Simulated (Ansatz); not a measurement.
**fcc Al**

Calculation: B3LYP (VWN-RPA form) (Ansatz, a first-principles code, PAW).

Run with plane-wave cutoff 460 eV, 14×14×14 k mesh, Fermi–Dirac smearing 0.05 eV, scalar-relativistic PAW data made under PBE.

Cell (relaxed at this level):

```cif
data_Al
_chemical_formula_sum 'Al1'
_space_group_name_H-M_alt 'P 1'
_space_group_IT_number 1
_cell_length_a 2.87154
_cell_length_b 2.87154
_cell_length_c 2.87154
_cell_angle_alpha 60.000
_cell_angle_beta 60.000
_cell_angle_gamma 60.000
loop_
_space_group_symop_operation_xyz
  'x, y, z'
loop_
_atom_site_label
_atom_site_type_symbol
_atom_site_fract_x
_atom_site_fract_y
_atom_site_fract_z
_atom_site_occupancy
Al1 Al 0.00000 0.00000 0.00000 1
```

bulk modulus B0: 67.5 GPa
pressure derivative B′ of the bulk modulus: 5.5

Measured, for comparison: bulk modulus 80.8 GPa (corrected for temperature and zero-point phonon effects, our sources range from 77.1 to 82.0; as tabulated in Levämäki et al. (2014), arXiv:1402.3671). Computed (rounded) less measured: bulk modulus -16 % (-12 % to -18 % over the range).

The computed numbers hold no vibrational or temperature effects.

It cost about 6 core-minutes (a rough figure) of CPU time.
